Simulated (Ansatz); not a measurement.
Results of LDA in Ansatz (plane waves, PAW) for solid chlorine.

Run with plane-wave cutoff 520 eV, 10×10×4 k mesh (along the axes of the cell as run), Fermi–Dirac smearing 0.01 eV, scalar-relativistic PAW data made under PBE.

Cell (relaxed at this level):

```
CELL_PARAMETERS angstrom
      1.85672    -3.09443     0.00000
      1.85672     3.09443     0.00000
      0.00000     0.00000     7.79407
ATOMIC_POSITIONS crystal
  Cl 0.86241 0.86241 0.88651
  Cl 0.63759 0.63759 0.38651
  Cl 0.36241 0.36241 0.61349
  Cl 0.13759 0.13759 0.11349
```

### Question
Estimate the bulk modulus B0, band gap, smallest direct gap on the k points sampled and pressure derivative B′ of the bulk modulus that the calculation returns.

### Answer

* **bulk modulus B0**: 16.8 GPa
* **band gap**: 1.86 eV
* **smallest direct gap on the k points sampled**: 1.87 eV
* **pressure derivative B′ of the bulk modulus**: 8.0

Note: the bulk modulus comes from volumes at which shape and atoms were relaxed.

The computed numbers hold no vibrational or temperature effects.

Ansatz is an electronic-structure program.
